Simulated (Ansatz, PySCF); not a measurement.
Species: C$_{2}$H$_{2}$F (charge 0, doublet). It need not be the lowest isomer of its formula. 
Geometry from a B3LYP-D3(BJ)/def2-TZVP (Ansatz, a first-principles code) optimisation:
```xyz
5

C     -0.0030     0.4279    -0.0061
C      1.2000    -0.0902     0.0004
F     -1.1765    -0.1568     0.0031
H      1.3403    -1.1676     0.0158
H      2.0667     0.5527    -0.0094
```
Charge 0, spin multiplicity 2.

Total electronic energies in hartree. Valence correlation only, unless marked. Open shells are spin-unrestricted. Spin-orbit coupling is left out. No relativistic terms. CBS(X,Y): correlation extrapolated as X^-3; Hartree-Fock from the larger set. The bracket is a focal-point correction in the basis named.

The UHF reference is spin-contaminated (<S^2> 0.18 over the pure value in the largest basis). 

| level | program | energy (Eh) |
|---|---|---|
| TPSS-D4/def2-TZVPD | PySCF + dftd4 | -177.24180 |
| r2SCAN/def2-TZVPD | Ansatz | -177.12898 |
| B3LYP/def2-TZVPD | PySCF | -177.21899 |
| PBE0/def2-SVP | Ansatz | -176.81395 |
| PBE0-D3(BJ)/def2-TZVP | Ansatz + dftd3 | -177.02395 |
| PBE0/def2-TZVP | Ansatz | -177.02237 |
| BHLYP-D3(BJ)/def2-TZVPD | Ansatz + dftd3 | -177.13183 |
| TPSSh-D4/def2-TZVPD | PySCF + dftd4 | -177.22153 |
| PW6B95/def2-TZVPD | PySCF | -177.41691 |
| HSE06/def2-TZVPD | Ansatz | -177.01490 |
| CAM-B3LYP-D3(BJ)/def2-TZVPD | Ansatz + dftd3 | -177.14973 |
| LC-wPBE/def2-TZVPD | Ansatz | -177.10277 |
| MP2/cc-pVDZ | Ansatz | -176.66063 |
| MP2/cc-pVTZ | Ansatz | -176.83372 |
| MP2/cc-pwCVTZ | Ansatz | -176.84608 |
| RI-MP2/aug-cc-pVQZ | Ansatz | -176.89471 |
| RI-MP2/CBS(aug-cc-pVTZ,aug-cc-pVQZ) | Ansatz | -176.9215 |
| SCS-MP2/cc-pwCVTZ | Ansatz | -176.83555 |
| CCSD(T)/cc-pVDZ | Ansatz | -176.70669 |
| CCSD(T)/cc-pVDZ | PySCF | -176.70669 |
| RI-MP2/CBS(aug-cc-pVTZ,aug-cc-pVQZ)+[CCSD(T)-MP2]/aug-cc-pVDZ | Ansatz | -176.9696 |
| RI-MP2/CBS(cc-pVTZ,cc-pVQZ)+[CCSD(T)-MP2]/cc-pVDZ | Ansatz | -176.9656 |
| RI-MP2/CBS(aug-cc-pVTZ,aug-cc-pVQZ)+[CCSD(T)-MP2]/aug-cc-pVTZ | Ansatz | -176.9710 |

Totals of different functionals don't rank their quality; only differences between species are comparable.
